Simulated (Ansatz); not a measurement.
`CN1COC1F`, relaxed with RKS PBE-D4/def2-SVP in the Gaussian-basis code of Ansatz from a rough embedded geometry. The force threshold is 0.03 eV/Å; the program also tests the step.

The species carries charge 0 and has multiplicity 1.

Start:

```xyz
12

C    -1.148   -0.587    0.420
N     0.263   -0.221    0.603
C     0.378    1.184    0.328
O     0.737    0.913   -1.096
C     1.018   -0.471   -0.619
F     0.486   -1.433   -1.432
H    -1.585   -0.287   -0.512
H    -1.696   -0.247    1.251
H    -1.195   -1.758    0.428
H     1.195    1.716    0.778
H    -0.546    1.796    0.367
H     2.093   -0.607   -0.517
```

```tsv
step	energy (eV)	largest force (eV/Å)	largest move (Å)
1	-9443.2999	3.282	0.000
2	-9443.6918	1.675	0.136
3	-9443.8163	0.765	0.105
4	-9443.9018	0.411	0.200
5	-9443.9734	0.484	0.194
6	-9444.0184	0.230	0.200
7	-9444.0256	0.154	0.035
8	-9444.0269	0.063	0.021
9	-9444.0271	0.052	0.008
10	-9444.0272	0.015	0.022
```

End:

```xyz
12

C    -1.138   -0.721    0.565
N     0.185   -0.145    0.458
C     0.397    1.274    0.185
O     1.425    0.941   -0.775
C     1.040   -0.406   -0.674
F     0.355   -0.836   -1.808
H    -1.802   -0.496   -0.304
H    -1.626   -0.350    1.489
H    -1.054   -1.823    0.658
H     0.800    1.872    1.033
H    -0.470    1.809   -0.280
H     1.889   -1.119   -0.548
```

It took 13 s on 4 threads of an Intel Xeon Platinum 8488C on a shared host, with 0.18 GiB of host memory at the peak.
